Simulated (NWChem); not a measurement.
Species: dimethyl ether (C$_{2}$H$_{6}$O); SMILES COC

```xyz
9

C      1.1611     0.0000     0.1881
O      0.0000     0.0000    -0.5778
C     -1.1611     0.0000     0.1881
H      1.2330    -0.8952     0.8395
H      1.2330     0.8952     0.8395
H      2.0215     0.0000    -0.4963
H     -1.2330    -0.8952     0.8395
H     -2.0215     0.0000    -0.4963
H     -1.2330     0.8952     0.8395
```
Atoms are numbered in this order, from 1.

The geometry was optimised at PBE0/def2-SVP.

Symmetry labels are those of C2v in the frame above (b1 and b2, or b-type labels, depend on it). States above −ε(HOMO) = 5.9 eV lie in this functional's continuum and hang on the basis.

**Question.** List the 4 lowest vertical singlet excitations from PBE/def2-SVPD, TDA (NWChem).

**Answer.** 
```
state  energy (eV)  oscillator strength  symmetry  leading excitation (squared amplitude)
-----  -----------  -------------------  --------  --------------------------------------
S1            6.07                0.032        b2                      HOMO → LUMO (1.00)
S2            6.87                0.000        a2                    HOMO → LUMO+1 (1.00)
S3            7.36                0.020        b2                    HOMO → LUMO+2 (0.98)
S4            7.69                0.003        a1                    HOMO → LUMO+4 (0.51)
```
